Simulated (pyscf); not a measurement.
PySCF, gas phase, ωB97X-D3(BJ)/def2-SVP geometries.

**Question.** PBE/def2-TZVP puts the barrier of gallane (GaH₃) + hydrogen fluoride (HF) -> F–GaH₂ + hydrogen (H₂) (four-centre exchange; singlet surface; Ga–H, F–H broken, F–Ga, H–H formed) at -10.8 kJ/mol and the reaction energy at -89.7 kJ/mol, from the separated reactants. What do r²SCAN/def2-TZVP, M06-2X/def2-TZVP, ωB97M-D3(BJ)/def2-TZVP give on the same structures?

**Answer.** r²SCAN: ΔE‡ = -11.8 kJ/mol, ΔE = -96.3 kJ/mol; M06-2X: ΔE‡ = 1.3 kJ/mol, ΔE = -103.4 kJ/mol; ωB97M-D3(BJ): ΔE‡ = 12.5 kJ/mol, ΔE = -85.1 kJ/mol. PBE's barrier matches one of them and lies within 23.4 kJ/mol of the others. Its reaction energy lies among theirs. On the reactant side the descent ends in an adduct with a F–Ga contact, 31.1 kJ/mol under the separated species and 39.5 kJ/mol under the saddle at ωB97X-D3(BJ)/def2-TZVP. At PBE, r²SCAN the saddle lies under the separated reactants, which points to a path from their complex (located at ωB97X-D3(BJ) alone). What is counted as formed (F–Ga) is already present as a longer contact in the reactant adduct; forming that adduct is a step of its own. At the saddle there is also a short Ga–H contact that neither side keeps. This is the saddle that the search found; another between the same sides may lie lower. Elements up to Kr have no core potential and no relativistic terms here.
